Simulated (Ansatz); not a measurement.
# C2H5Al: the cost of one run

Program: Ansatz 0.2.0, driven from Python. Level of theory: B3LYP/def2-SVP. These are calculated values, not measurements.

## (1) The system

Bond lengths: C1–C2 1.274 Å, C2–Al3 1.958 Å, C1–H4 1.034 Å, C1–H5 1.139 Å, C2–H6 1.101 Å, Al3–H7 1.658 Å, Al3–H8 1.545 Å. Angles: C1–C2–Al3 119.1°, C1–C2–H6 121.0°, Al3–C2–H6 119.9°, C2–C1–H4 123.7°, C2–C1–H5 120.3°, H4–C1–H5 115.9°, C2–Al3–H7 118.9°, C2–Al3–H8 122.4°, H7–Al3–H8 118.7°.

The script holds or builds the structure itself.

## (2) Script

Contents of md.py:

```python
"""Molecular dynamics of one C2H5Al molecule."""

import ansatz as az
from ase import Atoms
import numpy as np

atoms = Atoms(["C", "C", "Al", "H", "H", "H", "H", "H"], positions=[
    [-1.0345, 0.8171, -0.3482],
    [0.1387, 0.6499, 0.1201],
    [0.8671, -1.1635, 0.2428],
    [-1.6284, 0.0455, -0.696],
    [-1.4733, 1.8645, -0.4414],
    [0.7464, 1.5084, 0.447],
    [2.3989, -1.3722, 0.8425],
    [0.0771, -2.4069, -0.2226],
])
molecule = az.Crystal.molecule_from_ase(atoms)

setup = (
    molecule.calculation()
    .basis(gaussian="def2-SVP")
    .functional("b3lyp")
    .accuracy("high")
    .md("nvt_nose_hoover", timestep=1.0, steps=20, temperature=300, initial_velocities="maxwell_boltzmann", seed=21, thermostat_time=50)
)
frames = []
setup.session().plan().execute(on_event=lambda e: frames.append(e["data"]) if e["event"] == "md_step" else None)
print("t (fs)   E_pot (eV)      E_kin (eV)   T (K)   d(0-1) (A)")
for f in frames[::2]:
    xyz = np.array(f["positions_ang"])
    print(f"{f['time_fs']:6.2f} {f['lagrangian_ev']:14.5f} {f['e_kin_ev']:10.5f} {f['temperature_k']:8.1f} {np.linalg.norm(xyz[0] - xyz[1]):9.4f}")
kept = np.array([f["conserved_ev"] for f in frames])
print(f"conserved energy moves by at most {1000 * np.ptp(kept):.3f} meV")
```

## (3) The run

Launch:

```sh
> python md.py
```

Q: Estimate wall time and peak memory on 1 thread of AMD EPYC 7R43 (Zen 3), shared host.

About 2.2 min, with a peak of 0.29 GiB.
